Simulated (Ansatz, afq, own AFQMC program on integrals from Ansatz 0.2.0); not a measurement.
Integrals from Ansatz 0.2.0, then the random walk in our own AFQMC program (afq).

```yaml
crystal:
  periodic: [false, false, false]
  atoms:
    - {symbol: Al, position_ang: [0.000000, 0.000000, 1.208018]}
    - {symbol: Al, position_ang: [0.000000, 0.000000, -1.247506]}
    - {symbol: H, position_ang: [0.000000, 1.404177, 1.946978]}
    - {symbol: H, position_ang: [0.000000, -1.404176, 1.946978]}
    - {symbol: H, position_ang: [0.000000, 0.000000, -2.836903]}
basis:
  gaussian: {orbitals: cc-pVDZ}
magnetization: {spin_polarized: false, initial_magnetization: 1}
correlation: {method: ccsd_t, electrons: outside_noble_gas, hamiltonian_folder: ham}
```

```sh
$ ansatz run in.yaml --threads 1 --pin off --events-out ev --progress --plain --max-ram 1382MiB
```

afq runs on the folder ham with

```
--method phaseless --trial hf --walkers 120 --populations 1 --least-time 40 --time-step 0.005 --steps-per-block 20 --equilibration-blocks 112 --max-blocks 600 --target-error 0.00108 --factor-cut 1e-05 --start spin_pure --seed 7045 --taylor-order 6
```

Times are imaginary, in 1/Eh. The walk had a cap of 1455 s.

```
orbitals 41  electrons 5 4  factors 309 of 490
reference energy -485.51555880 Eh
CCSD correlation -0.15604402 Eh in 12 cycles, weight of the determinant in the CISD state 0.8820
energy of the start -485.515559 Eh
 block  time / (1/Eh)  mean weight  energy / Eh
     1     0.100  1.0011  -485.538420
     2     0.200  0.9997  -485.554357
     3     0.300  1.0001  -485.572316
     4     0.400  1.0003  -485.589153
     5     0.500  1.0002  -485.603914
     7     0.700  1.0012  -485.619226
     9     0.900  1.0015  -485.627866
    18     1.800  0.9994  -485.648438
    52     5.200  1.0008  -485.680958
    86     8.600  0.9998  -485.670749
   120    12.000  0.9985  -485.676120
   154    15.400  0.9981  -485.680092
   188    18.800  0.9985  -485.667563
   222    22.200  1.0011  -485.672316
   256    25.600  0.9998  -485.698507
   290    29.000  0.9993  -485.694686
   324    32.400  0.9993  -485.687367
   358    35.800  1.0000  -485.676717
   392    39.200  0.9986  -485.675085
   426    42.600  1.0015  -485.666484
   460    46.000  1.0005  -485.662122
   494    49.400  0.9996  -485.670926
   528    52.800  0.9990  -485.679033
   562    56.200  0.9999  -485.680513
   596    59.600  0.9976  -485.684709
   630    63.000  0.9994  -485.662866
   664    66.400  1.0001  -485.677381
   681    68.100  1.0008  -485.652428
   698    69.800  1.0015  -485.685919
blocks merged  error / Eh  count
     1  0.000434  600
     2  0.000582  300
     4  0.000780  150
     8  0.001008  75
    16  0.001313  37
    32  0.001490  18
    64  0.001739  9
energy -485.677471 +/- 0.001490 Eh
(rows thinned)
```

Estimate how long the walk took on 1 thread of Arm Neoverse V1, with other jobs on the host.

5.4 min of wall time.

The run passed its tests (sampling time, drift between the halves within three errors, error under three times the target), which doesn't prove that it has relaxed.

Against this walk (error 40.6 meV) on the same determinant: CCSD(T) 55.5 meV higher (within the noise), CCSDT(Q) 17.7 meV higher (within the noise), a separate phaseless walk with a CISD trial and standard settings 41.3 ± 41.0 meV higher (within the noise). The error is statistical and leaves out the bias of the constraint.

Cautions: constraint bias not in the error; error above the target (40.6 against 29.4 meV).

CCSDT and higher add their correlation energy to the determinant of the CCSD(T) run, since their own runs factorise the integrals more tightly (a shift of under 2 meV). A walk keeps the symmetry of its determinant, which the program's search chose and which needn't be the lowest solution, so a lower state of the same spin and another symmetry isn't excluded.
